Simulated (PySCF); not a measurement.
Gas-phase reaction: 4 AlH(CH₃)₂ + C₄H₈ (trans-2-butene) → 4 Al(CH₃)₃

Method: PySCF energies plus ideal-gas RRHO corrections (1 bar). † marks an energy on the PBE0/def2-TZVP geometry and frequencies; other levels use their own. MP2 and CCSD(T) freeze the core. 6-31G* has spherical d functions here. All species are closed-shell singlets. B3LYP is the form with VWN-RPA correlation. AlH(CH₃)₂: computed as isolated molecules; such fragments, hydroxides, amides, oligomers or adducts are transient or little studied in the gas. MP2 isn't extrapolated to the basis-set limit. CCSD(T) isn't extrapolated to the basis-set limit.

```
level               ΔH°(298 K), kJ
------------------  --------------
B3LYP/6-31G*                  -197
B3LYP/def2-TZVP†              -216
CCSD(T)/def2-SVP†                …
HF/6-31G*                        …
M06-2X/def2-TZVP†             -264
MP2/def2-SVP†                 -210
PBE/def2-TZVP†                   …
PBE0/def2-QZVP†               -246
r2SCAN/def2-TZVP†             -252
LDA/def2-TZVP†                   …
ωB97M-V/def2-TZVP†            -244
```

Q: Fill in the missing entries.

A: 
- CCSD(T)/def2-SVP†, ΔH°(298 K), kJ: -190
- HF/6-31G*, ΔH°(298 K), kJ: -170
- PBE/def2-TZVP†, ΔH°(298 K), kJ: -236
- LDA/def2-TZVP†, ΔH°(298 K), kJ: -260
